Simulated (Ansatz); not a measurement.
Mg₂H: single points at one geometry.

```yaml
crystal:
  periodic: [false, false, false]
  atoms:
    - {symbol: Mg, position_ang: [0.523734, -1.045602, -2.380451]}
    - {symbol: Mg, position_ang: [-0.088685, 0.185651, 0.416978]}
    - {symbol: H, position_ang: [-0.435048, 0.859951, 1.963472]}
basis:
  gaussian: {orbitals: def2-TZVP, initial_orbitals: start.molden}
magnetization: {spin_polarized: true, initial_magnetization: 3}
hamiltonian: {xc: {name: LC-wPBE, parameters: {omega: 0.15/bohr}}}
scf: {omitted_lower_state_checks: [starts]}
output: {orbitals: {seedname: orbitals}}
```

The file start.molden holds the orbitals of an earlier run on this structure, at another level or in another basis.

```sh
$ ansatz run in.yaml --threads 4 --pin off --events-out ev --progress --plain --max-ram 3916MiB
```

Shortened log:

```
Functional definition: LC-wPBE
620 factors; their error is unknown
89 factors; integrals over basis functions are off by at most 9.3e-6 eV
mean field evaluation 1: about -10895.6555 eV, gradient 4.1e0 eV
mean field evaluation 2: about -10895.6808 eV, gradient 3.5e-2 eV
mean field evaluation 4: about -10895.6695 eV, gradient 1.2e-4 eV
mean field evaluation 8: about -10895.6695 eV, gradient 1.2e-5 eV
mean field -10895.66948457 eV, -400.4084682080 hartree, gradient 2.0e-6 eV, S^2 3.752995; 0 other end points of the search recorded, 0 dependent functions left out
reference -10895.66948462 eV, -400.4084682098 hartree; 14, 11 occupied and 56, 59 virtual orbitals, 620 factors
Total energy: -10895.66948462 eV, -400.4084682098 hartree
Checks for a lower state left out: starts
```

It took 2.4 s on 4 threads of Arm Neoverse V2 on a shared host.

As the first input, with `gaussian: {orbitals: STO-3G}`, `hamiltonian: {xc: hf}` (abridged; 0.1 s):

```
Functional definition: HF
mean field evaluation 16: about -10731.5714 eV, gradient 8.7e-5 eV
mean field -10731.57142428 eV, -394.3779757219 hartree, gradient 8.8e-6 eV, S^2 3.762105
Total energy: -10731.57142428 eV, -394.3779757219 hartree
Checks for a lower state left out: starts
```

Geometry: PBE0-D4/def2-TZVP.

At HF/STO-3G the highest occupied level of the charge 0 quartet lies above zero (up to 3.95 eV). In Hartree–Fock with STO-3G the lack of diffuse functions raises the level. At PBE0-D4/def2-TZVP a doublet of charge 0 lies 2.53 eV below the quartet, each at its own geometry. The structure comes from a short search, and lower isomers may exist.
